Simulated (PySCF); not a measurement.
Silylphosphane, H5PSi.
Bonds: Si1–P2. Hydrogens: H3, H4, H5 on Si1; H6, H7 on P2.

The geometry is computed with GFN2-xTB (gas phase).

(1) List the bond lengths and angles at this level.

Results:

(1) 
| bond | length (bohr) | order |
| --- | --- | --- |
| Si1–P2 | 4.224 | single |
| Si1–H3, Si1–H4, Si1–H5 | 2.765 | single |
| P2–H6, P2–H7 | 2.613 | single |

Bonds in one row agree within 0.02 bohr and their mean is given. Orders are formal, as drawn. A selection of angles:
| angle | degrees |
| --- | --- |
| P2–Si1–H3 | 106.9 |
| P2–Si1–H4 | 113.3 |
| H3–Si1–H4 | 109.4 |
| H3–Si1–H5 | 111.0 |
| Si1–P2–H6 | 95.8 |
| H6–P2–H7 | 92.5 |

Si1 (SiH3 silicon) is distorted tetrahedral (angles from 106.6° to 113.3°). P2 (three-coordinate phosphorus) is pyramidal (angles 95.8°, 95.6° and 92.5°, sum 283.9°, 0.83 Å off the plane of its three neighbours).

Point group: Cs (tolerance 0.08 Å). Whether it is a minimum is left open (no frequencies).
